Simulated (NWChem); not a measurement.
# SiH4; SMILES [SiH4]

Results from NWChem. Medium grid unless said otherwise, to which SCAN and Minnesota functionals are sensitive. All runs use the structure optimised with PBE0/def2-SVP.

### Question
Order these by “orbital gap (eV)”, lowest first: PBE/def2-TZVP; B3LYP/def2-TZVP; PBE0/def2-TZVP; TPSS/def2-TZVP; SCAN/def2-TZVP.

### Answer
PBE/def2-TZVP (8.71), TPSS/def2-TZVP (9.21), SCAN/def2-TZVP (9.50), B3LYP/def2-TZVP (10.46), PBE0/def2-TZVP (10.89)
